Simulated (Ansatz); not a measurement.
# H2S with SiH3F: superposition error and deformation, part 2 of 3

Ansatz 0.2.0, Gaussian basis.

**13. CCSD(T)/def2-TZVPPD**

The inputs:

a/in.yaml

```yaml
crystal:
  periodic: [false, false, false]
  atoms:
    - {symbol: S, position_ang: [0.251993, -0.535139, -2.340267]}
    - {symbol: H, position_ang: [0.953860, 0.604228, -2.435533]}
    - {symbol: H, position_ang: [-0.849329, 0.115050, -1.933452]}
basis:
  gaussian: {orbitals: "def2-TZVPPD.json"}
correlation: {method: ccsd_t}
```

b/in.yaml

```yaml
crystal:
  periodic: [false, false, false]
  atoms:
    - {symbol: Si, position_ang: [-0.037067, -0.062551, 1.355650]}
    - {symbol: F, position_ang: [-1.172200, 0.731989, 0.544559]}
    - {symbol: H, position_ang: [1.288782, 0.446528, 0.938400]}
    - {symbol: H, position_ang: [-0.174000, -1.508701, 1.074140]}
    - {symbol: H, position_ang: [-0.262042, 0.208597, 2.796501]}
basis:
  gaussian: {orbitals: "def2-TZVPPD.json"}
correlation: {method: ccsd_t}
```

Each run has its own folder and the same command.

On the command line:

```bash
$ ansatz run in.yaml --threads 4 --pin off --events-out ev --progress --plain --max-ram 9574MiB
```

a printed, shortened:

```text
Functional definition: HF
  name "HF"
  cite "Fock, Z. Phys. 61, 126 (1930) doi:10.1007/BF01340294"
  parent pbe
[...]
470 factors; integrals over basis functions are off by at most 8.9e-4 eV
[...]
mean field -10849.41023263 eV, -398.7084720546 hartree, gradient 4.3e-6 eV, S^2 0.000000; 0 other end points of the search recorded, 0 dependent functions left out
5 core orbitals not correlated: weight in the atoms' cores, before any rotation towards them, 1.000 or more for the frozen orbitals, at most 0.000 for the correlated occupied ones
reference -10849.41023263 eV, -398.7084720546 hartree; 4, 4 occupied and 76, 76 virtual orbitals, 470 factors
second order -5.23545016 eV of doubles, -0.00000000 eV of singles
cycle   1  -5.71345826 eV  change   -4.8e-1 eV  update   4.9e-2
[...]
cycle   8  -5.89284376 eV  change    3.8e-6 eV  update   7.4e-6
perturbative correction -0.22666555 eV, -0.0083298055 hartree
Total energy: -10855.52974194 eV, -398.9333598738 hartree
```

Log of b, shortened:

```text
[... 4 set-up lines as earlier in the session ...]
[...]
796 factors; integrals over basis functions are off by at most 9.8e-4 eV
[...]
mean field -10618.76627573 eV, -390.2324629748 hartree, gradient 1.6e-6 eV, S^2 0.000000; 0 other end points of the search recorded, 0 dependent functions left out
6 core orbitals not correlated: weight in the atoms' cores, before any rotation towards them, 1.000 or more for the frozen orbitals, at most 0.000 for the correlated occupied ones
reference -10618.76627573 eV, -390.2324629748 hartree; 7, 7 occupied and 126, 126 virtual orbitals, 796 factors
second order -10.48175421 eV of doubles, -0.00000000 eV of singles
cycle   1  -10.74263586 eV  change   -2.6e-1 eV  update   7.3e-2
[...]
cycle   9  -11.07310132 eV  change   -3.6e-6 eV  update   6.6e-6
perturbative correction -0.29371352 eV, -0.0107937729 hartree
Total energy: -10630.13309058 eV, -390.6501857156 hartree
```

Times: 0.45 s (a), 3.3 s (b) on 4 threads of AMD EPYC 7R43, shared host; peak memory 0.75 GiB.

**14. Relaxing H2S alone**

The input, relax-a/in.yaml:

```yaml
crystal:
  periodic: [false, false, false]
  atoms:
    - {symbol: S, position_ang: [0.251993, -0.535139, -2.340267]}
    - {symbol: H, position_ang: [0.953860, 0.604228, -2.435533]}
    - {symbol: H, position_ang: [-0.849329, 0.115050, -1.933452]}
basis:
  gaussian: {orbitals: def2-TZVP}
hamiltonian: {xc: pbe0, dispersion: d4}
relax: {f_tol: 0.005, max_steps: 200}
```

On the command line:

```bash
$ ansatz run in.yaml --threads 4 --pin off --events-out ev --progress --plain --max-ram 9574MiB
```

The log of the run, shortened:

```text
[... 5 set-up lines as earlier in the session ...]
[...]
359 factors; their error is unknown
[...]
mean field -10864.45045259 eV, -399.2611899438 hartree, gradient 6.5e-5 eV, S^2 0.000000; 0 other end points of the search recorded, 0 dependent functions left out
[...]
reference -10864.45047966 eV, -399.2611909384 hartree; 9, 9 occupied and 40, 40 virtual orbitals, 359 factors
Total energy: -10864.46265918 eV, -399.2616385276 hartree
Atom 0 at     0.251716    -0.534669    -2.340132 Å, force     0.000172    -0.000190    -0.000073 eV/Å
Atom 1 at     0.954078     0.604100    -2.435613 Å, force     0.000224     0.000115    -0.000057 eV/Å
Atom 2 at    -0.849270     0.114708    -1.933506 Å, force    -0.000396     0.000075     0.000130 eV/Å
Dipole moment:    -0.051919     0.232893     0.040525 e Å
```

Run time: 0.6 s. Hardware: 4 threads of AMD EPYC 7R43, shared host.

Along the way:

```
step  energy from step 1 (eV)  largest force component (eV/Å)
   1                   0.0000                          0.0182
   2                   0.0000                          0.0064
   3                   0.0000                          0.0004
```

Close pairs (by a distance rule), those that changed most:

```
 bond  before (Å)  after (Å)  change (Å)
S1–H3       1.342      1.341      -0.001
S1–H2       1.342      1.341      -0.000
```

**15. Relaxing SiH3F alone**

The input, relax-b/in.yaml:

```yaml
crystal:
  periodic: [false, false, false]
  atoms:
    - {symbol: Si, position_ang: [-0.037067, -0.062551, 1.355650]}
    - {symbol: F, position_ang: [-1.172200, 0.731989, 0.544559]}
    - {symbol: H, position_ang: [1.288782, 0.446528, 0.938400]}
    - {symbol: H, position_ang: [-0.174000, -1.508701, 1.074140]}
    - {symbol: H, position_ang: [-0.262042, 0.208597, 2.796501]}
basis:
  gaussian: {orbitals: def2-TZVP}
hamiltonian: {xc: pbe0, dispersion: d4}
relax: {f_tol: 0.005, max_steps: 200}
```

On the command line:

```bash
$ ansatz run in.yaml --threads 4 --pin off --events-out ev --progress --plain --max-ram 9574MiB
```

The log of the run, shortened:

```text
[... 5 set-up lines as earlier in the session ...]
[...]
556 factors; their error is unknown
[...]
mean field -10640.14731321 eV, -391.0182016096 hartree, gradient 4.4e-5 eV, S^2 0.000000; 0 other end points of the search recorded, 0 dependent functions left out
[...]
Atom 1 at    -1.166576     0.726797     0.536053 Å, force    -0.000249     0.000174    -0.000164 eV/Å
Atom 2 at     1.284426     0.443846     0.934619 Å, force    -0.000031    -0.000064     0.000061 eV/Å
Atom 3 at    -0.173315    -1.503439     1.070668 Å, force     0.000057     0.000071     0.000055 eV/Å
Atom 4 at    -0.258106     0.205251     2.805200 Å, force     0.000034    -0.000023     0.000029 eV/Å
Dipole moment:     0.185589    -0.129393     0.136543 e Å
```

It took 1.9 s on 4 threads of AMD EPYC 7R43, shared host.

The steps of the relaxation:

```
step  energy from step 1 (eV)  largest force component (eV/Å)
   1                   0.0000                          0.2198
   2                  -0.0020                          0.0881
   3                  -0.0022                          0.0409
   4                  -0.0024                          0.0002
```

Distances of close pairs at the start and the end, largest changes first:

```
  bond  before (Å)  after (Å)  change (Å)
Si1–F2       1.606      1.600      -0.006
Si1–H4       1.480      1.482      +0.002
Si1–H5       1.483      1.482      -0.002
Si1–H3       1.480      1.482      +0.002
```

**16. PBE-D4/def2-TZVPPD**

The input, free-a/in.yaml:

```yaml
crystal:
  periodic: [false, false, false]
  atoms:
    - {symbol: S, position_ang: [0.251716, -0.534669, -2.340132]}
    - {symbol: H, position_ang: [0.954078, 0.604100, -2.435613]}
    - {symbol: H, position_ang: [-0.849270, 0.114708, -1.933506]}
basis:
  gaussian: {orbitals: "def2-TZVPPD.json"}
hamiltonian: {xc: pbe, dispersion: d4}
```

The input, free-b/in.yaml:

```yaml
crystal:
  periodic: [false, false, false]
  atoms:
    - {symbol: Si, position_ang: [-0.042956, -0.056593, 1.362710]}
    - {symbol: F, position_ang: [-1.166576, 0.726797, 0.536053]}
    - {symbol: H, position_ang: [1.284426, 0.443846, 0.934619]}
    - {symbol: H, position_ang: [-0.173315, -1.503439, 1.070668]}
    - {symbol: H, position_ang: [-0.258106, 0.205251, 2.805200]}
basis:
  gaussian: {orbitals: "def2-TZVPPD.json"}
hamiltonian: {xc: pbe, dispersion: d4}
```

One command serves all of them, each in its own folder.

On the command line:

```bash
$ ansatz run in.yaml --threads 4 --pin off --events-out ev --progress --plain --max-ram 9574MiB
```

Log of free-a, shortened:

```text
[... 4 set-up lines as earlier in the session ...]
[...]
436 factors; their error is unknown
[...]
mean field -10863.58114909 eV, -399.2292436291 hartree, gradient 3.2e-5 eV, S^2 0.000000; 0 other end points of the search recorded, 0 dependent functions left out
reference -10863.58119883 eV, -399.2292454572 hartree; 9, 9 occupied and 76, 76 virtual orbitals, 436 factors
Total energy: -10863.59623562 eV, -399.2297980492 hartree
```

Log of free-b, shortened:

```text
[... 4 set-up lines as earlier in the session ...]
[...]
679 factors; their error is unknown
[...]
mean field -10639.30116691 eV, -390.9871063065 hartree, gradient 3.3e-5 eV, S^2 0.000000; 0 other end points of the search recorded, 0 dependent functions left out
reference -10639.30120923 eV, -390.9871078618 hartree; 13, 13 occupied and 126, 126 virtual orbitals, 679 factors
Total energy: -10639.34815232 eV, -390.9888329887 hartree
```

Wall times: 0.25 s (free-a), 0.5 s (free-b) on 4 threads of AMD EPYC 7R43, shared host.

**17. r2SCAN-D4/def2-TZVPPD**

Each input of step 16 (free-a, free-b) changes in the same lines:

```diff
-hamiltonian: {xc: pbe, dispersion: d4}
+hamiltonian: {xc: r2scan, dispersion: d4}
```

The same command starts each run, in its folder.

On the command line:

```bash
$ ansatz run in.yaml --threads 4 --pin off --events-out ev --progress --plain --max-ram 9574MiB
```

Output in free-a, shortened:

```text
[... 5 set-up lines as earlier in the session ...]
[...]
436 factors; their error is unknown
[...]
mean field -10867.55018549 eV, -399.3751030268 hartree, gradient 3.8e-5 eV, S^2 0.000000; 0 other end points of the search recorded, 0 dependent functions left out
reference -10867.55020226 eV, -399.3751036431 hartree; 9, 9 occupied and 76, 76 virtual orbitals, 436 factors
Total energy: -10867.55355054 eV, -399.3752266899 hartree
```

Output in free-b, shortened:

```text
[... 5 set-up lines as earlier in the session ...]
[...]
679 factors; their error is unknown
[...]
mean field -10644.34230447 eV, -391.1723646950 hartree, gradient 2.2e-5 eV, S^2 0.000000; 0 other end points of the search recorded, 0 dependent functions left out
reference -10644.34231823 eV, -391.1723652006 hartree; 13, 13 occupied and 126, 126 virtual orbitals, 679 factors
Total energy: -10644.35283696 eV, -391.1727517567 hartree
```

They took 0.5 s (free-a), 0.9 s (free-b) on 4 threads of AMD EPYC 7R43, shared host.

**18. PBE0-D4/def2-TZVPPD**

The same edit goes into each in.yaml of step 17 (free-a, free-b):

```diff
-hamiltonian: {xc: r2scan, dispersion: d4}
+hamiltonian: {xc: pbe0, dispersion: d4}
+output: {orbitals: {seedname: orbitals}}
```

The same command starts each run, in its folder.

On the command line:

```bash
$ ansatz run in.yaml --threads 4 --pin off --events-out ev --progress --plain --max-ram 9574MiB
```

free-a printed, shortened:

```text
[... 5 set-up lines as earlier in the session ...]
[...]
474 factors; their error is unknown
[...]
mean field -10864.51342617 eV, -399.2635041802 hartree, gradient 7.5e-6 eV, S^2 0.000000; 0 other end points of the search recorded, 0 dependent functions left out
reference -10864.51346127 eV, -399.2635054701 hartree; 9, 9 occupied and 76, 76 virtual orbitals, 474 factors
Total energy: -10864.52564080 eV, -399.2639530593 hartree
```

Log of free-b, shortened:

```text
[... 5 set-up lines as earlier in the session ...]
[...]
696 factors; their error is unknown
[...]
mean field -10640.18858666 eV, -391.0197183807 hartree, gradient 1.1e-5 eV, S^2 0.000000; 0 other end points of the search recorded, 0 dependent functions left out
reference -10640.18861855 eV, -391.0197195528 hartree; 13, 13 occupied and 126, 126 virtual orbitals, 696 factors
Total energy: -10640.22706499 eV, -391.0211324336 hartree
```

They took 0.25 s (free-a), 0.65 s (free-b) on 4 threads of AMD EPYC 7R43, shared host.

**19. B3LYP-D4/def2-TZVPPD**

The same edit goes into each in.yaml of step 18 (free-a, free-b):

```diff
-hamiltonian: {xc: pbe0, dispersion: d4}
-output: {orbitals: {seedname: orbitals}}
+hamiltonian: {xc: {name: B3LYP}, dispersion: d4}
```

The same command starts each run, in its folder.

On the command line:

```bash
$ ansatz run in.yaml --threads 4 --pin off --events-out ev --progress --plain --max-ram 9574MiB
```

Log of free-a, shortened:

```text
[... 6 set-up lines as earlier in the session ...]
[...]
462 factors; their error is unknown
[...]
mean field -10868.98950929 eV, -399.4279972007 hartree, gradient 7.5e-6 eV, S^2 0.000000; 0 other end points of the search recorded, 0 dependent functions left out
reference -10868.98972405 eV, -399.4280050931 hartree; 9, 9 occupied and 76, 76 virtual orbitals, 462 factors
Total energy: -10869.01415927 eV, -399.4289030708 hartree
```

Log of free-b, shortened:

```text
[... 6 set-up lines as earlier in the session ...]
[...]
689 factors; their error is unknown
[...]
mean field -10647.04010322 eV, -391.2715069702 hartree, gradient 1.0e-5 eV, S^2 0.000000; 0 other end points of the search recorded, 0 dependent functions left out
reference -10647.04033255 eV, -391.2715153980 hartree; 13, 13 occupied and 126, 126 virtual orbitals, 689 factors
Total energy: -10647.11668865 eV, -391.2743214332 hartree
```

They took 0.3 s (free-a), 0.75 s (free-b) on 4 threads of AMD EPYC 7R43, shared host.

**20. wB97X-V/def2-TZVPPD**

The same edit goes into each in.yaml of step 19 (free-a, free-b):

```diff
-hamiltonian: {xc: {name: B3LYP}, dispersion: d4}
+hamiltonian: {xc: {name: wB97X-V}}
```

Each run has its own folder and the same command.

On the command line:

```bash
$ ansatz run in.yaml --threads 4 --pin off --events-out ev --progress --plain --max-ram 9574MiB
```

Log of free-a, shortened:

```text
[... 5 set-up lines as earlier in the session ...]
[...]
      + integral(e_c_pw_opposite_spin*poly(b97_u_opposite, cos0, cos1)) + vv10(b, c)
457 factors; their error is unknown
112 factors; integrals over basis functions are off by at most 7.5e-5 eV
[...]
mean field -10866.69281327 eV, -399.3435951786 hartree, gradient 1.5e-5 eV, S^2 0.000000; 0 other end points of the search recorded, 0 dependent functions left out
reference -10866.69281105 eV, -399.3435950972 hartree; 9, 9 occupied and 76, 76 virtual orbitals, 457 factors
Total energy: -10866.69281105 eV, -399.3435950972 hartree
```

free-b printed, shortened:

```text
[... 5 set-up lines as earlier in the session ...]
[...]
      + integral(e_c_pw_opposite_spin*poly(b97_u_opposite, cos0, cos1)) + vv10(b, c)
689 factors; their error is unknown
200 factors; integrals over basis functions are off by at most 2.8e-5 eV
[...]
mean field -10644.09542579 eV, -391.1632920706 hartree, gradient 2.1e-5 eV, S^2 0.000000; 0 other end points of the search recorded, 0 dependent functions left out
reference -10644.09542368 eV, -391.1632919931 hartree; 13, 13 occupied and 126, 126 virtual orbitals, 689 factors
Total energy: -10644.09542368 eV, -391.1632919931 hartree
```

They took 0.6 s (free-a), 1.6 s (free-b) on 4 threads of AMD EPYC 7R43, shared host.

**21. wB97M-V/def2-TZVPPD**

Each input of step 20 (free-a, free-b) changes in the same lines:

```diff
-hamiltonian: {xc: {name: wB97X-V}}
+hamiltonian: {xc: {name: wB97M-V}}
```

One command serves all of them, each in its own folder.

On the command line:

```bash
$ ansatz run in.yaml --threads 4 --pin off --events-out ev --progress --plain --max-ram 9574MiB
```

Output in free-a, shortened:

```text
[... 5 set-up lines as earlier in the session ...]
  # Of w^i u^j: cxij and so on, Table III.
[...]
  gx(w, u) = 1 - cx + cx01*u + cx10*w
[...]
      + integral(e_c_pw_mod_opposite_spin*gos(b97_w_opposite, b97_u_opposite)) + vv10(b, c)
436 factors; their error is unknown
112 factors; integrals over basis functions are off by at most 7.5e-5 eV
[...]
mean field -10867.54433288 eV, -399.3748879472 hartree, gradient 1.6e-5 eV, S^2 0.000000; 0 other end points of the search recorded, 0 dependent functions left out
reference -10867.54439195 eV, -399.3748901181 hartree; 9, 9 occupied and 76, 76 virtual orbitals, 436 factors
Total energy: -10867.54439195 eV, -399.3748901181 hartree
```

Output in free-b, shortened:

```text
[... 5 set-up lines as earlier in the session ...]
  # Of w^i u^j: cxij and so on, Table III.
[...]
  gx(w, u) = 1 - cx + cx01*u + cx10*w
[...]
      + integral(e_c_pw_mod_opposite_spin*gos(b97_w_opposite, b97_u_opposite)) + vv10(b, c)
684 factors; their error is unknown
200 factors; integrals over basis functions are off by at most 2.8e-5 eV
[...]
mean field -10644.75785449 eV, -391.1876358765 hartree, gradient 5.7e-6 eV, S^2 0.000000; 0 other end points of the search recorded, 0 dependent functions left out
reference -10644.75790697 eV, -391.1876378051 hartree; 13, 13 occupied and 126, 126 virtual orbitals, 684 factors
Total energy: -10644.75790697 eV, -391.1876378051 hartree
```

Wall times: 0.7 s (free-a), 1.8 s (free-b) on 4 threads of AMD EPYC 7R43, shared host.

**22. B2PLYP/def2-TZVPPD**

Each input of step 21 (free-a, free-b) changes in the same lines:

```diff
-hamiltonian: {xc: {name: wB97M-V}}
+hamiltonian: {xc: {name: B2PLYP}}
```

One command serves all of them, each in its own folder.

On the command line:

```bash
$ ansatz run in.yaml --threads 4 --pin off --events-out ev --progress --plain --max-ram 9574MiB
```

Log of free-a, shortened:

```text
[... 5 set-up lines as earlier in the session ...]
[...]
471 factors; integrals over basis functions are off by at most 8.8e-4 eV
[...]
mean field -10863.12945418 eV, -399.2126441473 hartree, gradient 2.7e-6 eV, S^2 0.000000; 0 other end points of the search recorded, 0 dependent functions left out
5 core orbitals not correlated: weight in the atoms' cores, before any rotation towards them, 1.000 or more for the frozen orbitals, at most 0.000 for the correlated occupied ones
reference -10863.12958531 eV, -399.2126489666 hartree; 4, 4 occupied and 76, 76 virtual orbitals, 471 factors
second order -6.41017521 eV of doubles, -0.00000000 eV of singles
Total energy: -10864.86033262 eV, -399.2762527570 hartree
```

Output in free-b, shortened:

```text
[... 5 set-up lines as earlier in the session ...]
[...]
796 factors; integrals over basis functions are off by at most 1.5e-3 eV
[...]
mean field -10638.20037857 eV, -390.9466530814 hartree, gradient 3.3e-6 eV, S^2 0.000000; 0 other end points of the search recorded, 0 dependent functions left out
6 core orbitals not correlated: weight in the atoms' cores, before any rotation towards them, 1.000 or more for the frozen orbitals, at most 0.000 for the correlated occupied ones
reference -10638.20052449 eV, -390.9466584435 hartree; 7, 7 occupied and 126, 126 virtual orbitals, 796 factors
second order -12.49250851 eV of doubles, -0.00000000 eV of singles
Total energy: -10641.57350178 eV, -391.0706130729 hartree
```

Times: 0.35 s (free-a), 1.4 s (free-b) on 4 threads of AMD EPYC 7R43, shared host.

**23. BLYP-D4/def2-TZVPPD**

Each input of step 22 (free-a, free-b) changes in the same lines:

```diff
-hamiltonian: {xc: {name: B2PLYP}}
+hamiltonian: {xc: {name: BLYP}, dispersion: d4}
```

One command serves all of them, each in its own folder.

On the command line:

```bash
$ ansatz run in.yaml --threads 4 --pin off --events-out ev --progress --plain --max-ram 9574MiB
```

free-a printed, shortened:

```text
[... 4 set-up lines as earlier in the session ...]
[...]
436 factors; their error is unknown
[...]
mean field -10868.25263585 eV, -399.4009176012 hartree, gradient 2.6e-5 eV, S^2 0.000000; 0 other end points of the search recorded, 0 dependent functions left out
reference -10868.25292462 eV, -399.4009282134 hartree; 9, 9 occupied and 76, 76 virtual orbitals, 436 factors
Total energy: -10868.28861674 eV, -399.4022398744 hartree
```

Output in free-b, shortened:

```text
[... 4 set-up lines as earlier in the session ...]
[...]
679 factors; their error is unknown
[...]
mean field -10645.88321612 eV, -391.2289921535 hartree, gradient 3.0e-5 eV, S^2 0.000000; 0 other end points of the search recorded, 0 dependent functions left out
reference -10645.88352051 eV, -391.2290033395 hartree; 13, 13 occupied and 126, 126 virtual orbitals, 679 factors
Total energy: -10645.99207967 eV, -391.2329928153 hartree
```

They took 0.3 s (free-a), 0.65 s (free-b) on 4 threads of AMD EPYC 7R43, shared host.

**24. revPBE-D4/def2-TZVPPD**

Each input of step 23 (free-a, free-b) changes in the same lines:

```diff
-hamiltonian: {xc: {name: BLYP}, dispersion: d4}
+hamiltonian: {xc: {name: revPBE}, dispersion: d4}
```

One command serves all of them, each in its own folder.

On the command line:

```bash
$ ansatz run in.yaml --threads 4 --pin off --events-out ev --progress --plain --max-ram 9574MiB
```

Output in free-a, shortened:

```text
[... 4 set-up lines as earlier in the session ...]
[...]
436 factors; their error is unknown
[...]
mean field -10866.46102758 eV, -399.3350772117 hartree, gradient 3.8e-5 eV, S^2 0.000000; 0 other end points of the search recorded, 0 dependent functions left out
reference -10866.46109056 eV, -399.3350795261 hartree; 9, 9 occupied and 76, 76 virtual orbitals, 436 factors
Total energy: -10866.52137140 eV, -399.3372948061 hartree
```

free-b printed, shortened:

```text
[... 4 set-up lines as earlier in the session ...]
[...]
679 factors; their error is unknown
[...]
mean field -10643.57355589 eV, -391.1441137056 hartree, gradient 3.5e-5 eV, S^2 0.000000; 0 other end points of the search recorded, 0 dependent functions left out
reference -10643.57360899 eV, -391.1441156570 hartree; 13, 13 occupied and 126, 126 virtual orbitals, 679 factors
Total energy: -10643.73910128 eV, -391.1501973864 hartree
```

They took 0.25 s (free-a), 0.55 s (free-b) on 4 threads of AMD EPYC 7R43, shared host.

(Continued in part 3 of 3.)
